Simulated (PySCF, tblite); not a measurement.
# C₆H₁₀: changes of charge, electronic excitations, EPR parameters, part 3 of 3

tblite 0.8.0 and PySCF 2.14.0. Atoms count from 0. Earlier steps stand in the parts before.

## 20. Single point (C6H10): wB97X-D3(BJ)/STO-3G

Geometry: PBE0-D3(BJ)/def2-SVP.

Job settings and geometry (Å):

```
{"job": {"kind": "sp", "xc": "wB97X", "basis": "STO-3G", "d3": "d3bj", "grid": 2}, "charge": 0, "multiplicity": 1}
C      2.021010     0.011189     0.118576
C      0.555928    -0.084666     0.520049
C     -0.210900     1.213029     0.446218
C     -1.434493     1.045661    -0.064235
C     -1.695544    -0.394337    -0.412642
C     -0.287144    -1.008267    -0.382007
H      2.578795     0.688404     0.784230
H      2.510090    -0.974669     0.160852
H      2.119404     0.393603    -0.910289
H      0.512468    -0.448682     1.566784
H      0.192458     2.159952     0.816109
H     -2.182555     1.835145    -0.174047
H     -2.361500    -0.853226     0.342712
H     -2.200519    -0.524811    -1.383728
H     -0.273084    -2.058481    -0.054235
H      0.138982    -0.979899    -1.399256
```

What it wrote:

```text
coarse grid: 12720 points
cycle   1  E = -232.0141790231  dE =  1.001e+00  |g| = 1.506e-01  |ddm| = 4.922e+00
cycle   2  E = -232.0244083386  dE = -1.023e-02  |g| = 4.018e-02  |ddm| = 3.229e-01
cycle   3  E = -232.0250109057  dE = -6.026e-04  |g| = 1.712e-02  |ddm| = 8.301e-02
cycle   4  E = -232.0250971842  dE = -8.628e-05  |g| = 5.932e-03  |ddm| = 2.837e-02
cycle   5  E = -232.0251072097  dE = -1.003e-05  |g| = 6.719e-04  |ddm| = 7.243e-03
cycle   6  E = -232.0251073706  dE = -1.609e-07  |g| = 1.732e-04  |ddm| = 1.017e-03
final grid: 120968 points
cycle   7  E = -232.0075601571  dE = -3.781e-06  |g| = 4.996e-04  |ddm| = 4.928e-03
cycle   8  E = -232.0075602707  dE = -1.136e-07  |g| = 1.603e-04  |ddm| = 1.036e-03
cycle   9  E = -232.0075602789  dE = -8.190e-09  |g| = 6.106e-05  |ddm| = 2.920e-04
converged SCF energy = -232.0075602789
```

Wall time 3.3 s (1 thread of AMD EPYC, shared host); peak memory 0.8 GiB.

The run ended normally, but its values are not to be used for the molecule: the basis STO-3G is minimal.

## 21. Single point (C6H10+ (doublet)): wB97X-D3(BJ)/STO-3G

Geometry: PBE0-D3(BJ)/def2-SVP, that of another charge or spin state.

The job, as its differences from that of step 20:

```diff
@@ -1,2 +1,2 @@
-{"job": {"kind": "sp", "xc": "wB97X", "basis": "STO-3G", "d3": "d3bj", "grid": 2}, "charge": 0, "multiplicity": 1}
+{"job": {"kind": "sp", "xc": "wB97X", "basis": "STO-3G", "d3": "d3bj", "grid": 2}, "charge": 1, "multiplicity": 2}
 C      2.021010     0.011189     0.118576
```

What it wrote:

```text
final grid: 120968 points
cycle   1  E = -231.7102364897  dE = -3.088e-02  |g| = 9.603e-02  |ddm| = 4.809e-01
cycle   2  E = -231.7156350361  dE = -5.399e-03  |g| = 4.801e-02  |ddm| = 2.073e-01
cycle   3  E = -231.7171638274  dE = -1.529e-03  |g| = 4.785e-03  |ddm| = 6.722e-02
cycle   4  E = -231.7172024867  dE = -3.866e-05  |g| = 2.742e-03  |ddm| = 9.884e-03
cycle   5  E = -231.7172266023  dE = -2.412e-05  |g| = 7.799e-04  |ddm| = 1.189e-02
cycle   6  E = -231.7172293057  dE = -2.703e-06  |g| = 3.643e-04  |ddm| = 3.987e-03
cycle   7  E = -231.7172297733  dE = -4.677e-07  |g| = 1.257e-04  |ddm| = 1.797e-03
cycle   8  E = -231.7172298295  dE = -5.613e-08  |g| = 3.162e-05  |ddm| = 6.529e-04
cycle   9  E = -231.7172298334  dE = -3.887e-09  |g| = 1.549e-05  |ddm| = 1.557e-04
converged SCF energy = -231.7172298334
```

Wall time 9.2 s (1 thread of AMD EPYC, shared host); peak memory 0.8 GiB.

The run ended normally, but its values are not to be used for the molecule: the basis STO-3G is minimal.

## 22. Single point (C₆H₁₀): wB97X-D3(BJ)/STO-3G

Geometry: PBE0-D3(BJ)/def2-SVP, that of another charge or spin state.

Job settings and geometry (Å):

```
{"job": {"kind": "sp", "xc": "wB97X", "basis": "STO-3G", "d3": "d3bj", "grid": 2}, "charge": 0, "multiplicity": 1}
C      2.068485    -0.016960     0.187871
C      0.560673    -0.056497     0.423899
C     -0.179519     1.202268     0.456821
C     -1.474100     1.031503    -0.057596
C     -1.671418    -0.348112    -0.499654
C     -0.294471    -1.008265    -0.427043
H      2.570494     0.670566     0.882341
H      2.495194    -1.018845     0.327159
H      2.277099     0.309361    -0.842117
H      0.437840    -0.365995     1.506312
H      0.203902     2.138695     0.875903
H     -2.231341     1.820717    -0.107685
H     -2.428399    -0.818073     0.173699
H     -2.183800    -0.400962    -1.481759
H     -0.319406    -2.032507    -0.031601
H      0.146747    -1.072514    -1.436251
```

What it wrote:

```text
coarse grid: 12720 points
cycle   1  E = -231.9935548342  dE =  1.026e+00  |g| = 1.531e-01  |ddm| = 4.939e+00
cycle   2  E = -232.0042674545  dE = -1.071e-02  |g| = 3.891e-02  |ddm| = 3.277e-01
cycle   3  E = -232.0048995111  dE = -6.321e-04  |g| = 1.176e-02  |ddm| = 8.086e-02
cycle   4  E = -232.0049533713  dE = -5.386e-05  |g| = 1.705e-03  |ddm| = 2.179e-02
cycle   5  E = -232.0049544079  dE = -1.037e-06  |g| = 3.557e-04  |ddm| = 2.533e-03
final grid: 120968 points
cycle   6  E = -231.9867973604  dE = -3.944e-06  |g| = 4.809e-04  |ddm| = 5.005e-03
cycle   7  E = -231.9867974718  dE = -1.114e-07  |g| = 1.430e-04  |ddm| = 9.985e-04
cycle   8  E = -231.9867974779  dE = -6.092e-09  |g| = 8.457e-05  |ddm| = 3.042e-04
converged SCF energy = -231.9867974779
```

Wall time 3.9 s (1 thread of AMD EPYC, shared host); peak memory 0.8 GiB.

It converged, yet the result is unsound: the basis STO-3G is minimal.

## 23. Single point (C₆H₁₀+ (doublet), C[C@H]1[CH][CH+]CC1): wB97X-D3(BJ)/STO-3G

Geometry: PBE0-D3(BJ)/def2-SVP.

The job, as its differences from that of step 22:

```diff
@@ -1,2 +1,2 @@
-{"job": {"kind": "sp", "xc": "wB97X", "basis": "STO-3G", "d3": "d3bj", "grid": 2}, "charge": 0, "multiplicity": 1}
+{"job": {"kind": "sp", "xc": "wB97X", "basis": "STO-3G", "d3": "d3bj", "grid": 2}, "charge": 1, "multiplicity": 2}
 C      2.068485    -0.016960     0.187871
```

What it wrote:

```text
final grid: 120968 points
cycle   1  E = -231.7186439379  dE = -2.941e-02  |g| = 8.990e-02  |ddm| = 4.626e-01
cycle   2  E = -231.7235477427  dE = -4.904e-03  |g| = 4.311e-02  |ddm| = 1.933e-01
cycle   3  E = -231.7247930815  dE = -1.245e-03  |g| = 4.519e-03  |ddm| = 6.090e-02
cycle   4  E = -231.7248313386  dE = -3.826e-05  |g| = 2.644e-03  |ddm| = 1.016e-02
cycle   5  E = -231.7248513820  dE = -2.004e-05  |g| = 6.323e-04  |ddm| = 1.102e-02
cycle   6  E = -231.7248528875  dE = -1.506e-06  |g| = 3.035e-04  |ddm| = 2.952e-03
cycle   7  E = -231.7248531006  dE = -2.131e-07  |g| = 9.539e-05  |ddm| = 1.133e-03
cycle   8  E = -231.7248531258  dE = -2.516e-08  |g| = 3.394e-05  |ddm| = 4.083e-04
cycle   9  E = -231.7248531279  dE = -2.127e-09  |g| = 1.143e-05  |ddm| = 1.098e-04
converged SCF energy = -231.7248531279
```

Wall time 7.8 s (1 thread of AMD EPYC, shared host); peak memory 0.8 GiB.

The run ended normally, but its values are not to be used for the molecule: the basis STO-3G is minimal.

## 24. Changes of charge: wB97X-D3(BJ)/STO-3G

This step combines the energies above: geometries from PBE0-D3(BJ)/def2-SVP, zero-point and thermal terms from PBE0-D3(BJ)/def2-SVP.

Job settings and geometry (Å):

```
{"job": {"kind": "rx", "dirs": [1], "geom": {"xc": "PBE0", "basis": "def2-SVP", "d3": "d3bj", "grid": 1}, "hess": 1, "level": {"xc": "wB97X", "basis": "STO-3G", "d3": "d3bj"}}, "charge": 0, "multiplicity": 1}
C      2.021010     0.011189     0.118576
C      0.555928    -0.084666     0.520049
C     -0.210900     1.213029     0.446218
C     -1.434493     1.045661    -0.064235
C     -1.695544    -0.394337    -0.412642
C     -0.287144    -1.008267    -0.382007
H      2.578795     0.688404     0.784230
H      2.510090    -0.974669     0.160852
H      2.119404     0.393603    -0.910289
H      0.512468    -0.448682     1.566784
H      0.192458     2.159952     0.816109
H     -2.182555     1.835145    -0.174047
H     -2.361500    -0.853226     0.342712
H     -2.200519    -0.524811    -1.383728
H     -0.273084    -2.058481    -0.054235
H      0.138982    -0.979899    -1.399256
```

Output (the driver's rows laid out field by field):

```text
ionisation and electron attachment, wB97X-D3(BJ)/STO-3G // PBE0-D3(BJ)/def2-SVP

row 1
  change                  oxidation
  charge                  1
  multiplicity            2
  vertical_ev             7.9003
  vertical_s2             0.751
  formula                 C6H10
  smiles                  C[C@H]1[CH][CH+]CC1
  kept                    yes
  pieces                  1
  point_group             C1
  adiabatic_electronic_ev 7.6929
  adiabatic_ev            7.5954
  free_energy_ev          7.5683
  s2                      0.752
  bonds_moved             2 3 1.336 1.403; 1 2 1.509 1.461; 3 4 1.504 1.462; 1 9 1.109 1.132
  vertical_back_ev        7.1279
  relaxation_parent_ev    0.565
  relaxation_ion_ev       0.2074
  reorganisation_ev       0.7724
```

Run time: 25 s. Hardware: 1 thread of AMD EPYC, shared host; peak memory 0.8 GiB.

**Diagnosis.** The input is at fault (the basis is minimal or nearly so), so its values are no properties of the molecule.

## 25. Results

This closing draws on all 3 parts.

```
                                     quantity                                value
    strongest single infrared mode (GFN2-xTB)                 3120 cm⁻¹, 72 km/mol
                 zero-point energy (GFN2-xTB)                        89.5 kcal/mol
                                  point group                                   C1
         rotational constants (main isotopes)                 6.76, 3.18, 2.37 GHz
ionisation energy (wB97X-D3(BJ)/ma-def2-TZVP)  vertical 9.01 eV, adiabatic 8.70 eV
             lowest singlet (B3LYP/def2-SVPD)          6.35 eV (195 nm), f = 0.029
     brightest single state of those computed          state 2, 6.66 eV, f = 0.207
                                         runs   0 failed, 5 ended on unsound input
```

All 42 modes are real, so the xTB geometry is a minimum. The strongest single mode, at 3120 cm⁻¹, moves mainly H10 and H11. GFN2-xTB is a fitted tight-binding method: band positions and strengths are rough. Its intensities can rank the bands wrongly. The optimisation took 4 steps and gained 0.056 eV; among the close pairs (by a distance rule), C2–H10 changed most, from 1.077 to 1.094 Å (PBE0/def2-SVP). At wB97X-D3(BJ)/ma-def2-TZVP, relaxation with the zero-point term after oxidation moves the energy taken up from 9.01 eV (vertical) to 8.70 eV (adiabatic, with zero-point energy). The lowest singlet, at 6.35 eV, is HOMO→LUMO+1 0.82, HOMO→LUMO 0.15 and is weak; of the 6 states computed, the strongest absorption comes from state 2 at 6.66 eV. States above −ε(HOMO) lie where TDDFT describes them poorly and they hang on the basis; the brightest is among them.
